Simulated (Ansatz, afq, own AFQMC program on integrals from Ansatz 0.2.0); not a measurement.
**ZrCl⁺, quintet: AFQMC among the cluster methods**

| atom | x (Å) | y (Å) | z (Å) |
| --- | --- | --- | --- |
| Zr | 0.0000 | 0.0000 | 0.0000 |
| Cl | 0.0000 | 0.0000 | 2.3446 |

Basis def2-TZVP with its core potentials. Noble-gas cores (and the filled d shells of Ga–Kr and In–Xe) are frozen. Integrals, coupled cluster, full CI and functionals: Ansatz 0.2.0; the random walks run on the same integrals in our own AFQMC program. ph-AFQMC/CISD is guided by a CISD state made of CCSD amplitudes; releasing the constraint for a short imaginary time cuts its bias at the price of noise, slowly where states lie close. Error bars are statistical, one sigma. No spin–orbit coupling. The metal's outer-core s and p shells are frozen, which shifts wave-function levels against functionals.

Determinant: UHF, the one that the program's search chose, which needn't be the lowest solution. The geometry is a PBE0/def2-TZVP stationary point of this or a neighbouring charge and spin state.

No full CI on the walks' own integrals is used here; CCSDT(Q) serves as the reference and is uncertain by about the last step of the cluster series.

Cautions: no spin-orbit coupling; outer-core shells of the metal frozen; another spin lies lower; the released energies have errors that jump between times, so the bars are unsure, so no released level is given (meV from the phaseless value at times in 1/Eh: -11 ± 3 at 0.60, 17 ± 32 at 1.20, -19 ± 7 at 2.00, -30 ± 7 at 3.00, -20 ± 12 at 4.20), though the last usable value meets CCSDT(Q) within the noise.

* T1 diagnostic: 0.0157
* weight of the determinant in the CISD state: 0.906
* ⟨S²⟩ of the determinant: 6.015
* size of the correlated space: 10 electrons in 68 orbitals

```csv
level,correlation energy (eV)
MP2,-4.8395
CCSD,-5.6091
CCSD(T),-5.8011
```

Question: Estimate where phaseless AFQMC with a CISD trial lies against CCSD(T) on the same integrals.

Answer: 9.6 ± 3.9 meV below CCSD(T).

Reference: CCSDT(Q), correlation energy -5.846 eV.

```csv
level,E − E(reference) (meV),share of correlation (%)
CCSD(T),44.5,99.24
CCSDT,10.2,99.82
ph-AFQMC/HF,189.0 ± 25.4,96.77
ph-AFQMC/CISD,34.9 ± 3.9,99.40
```
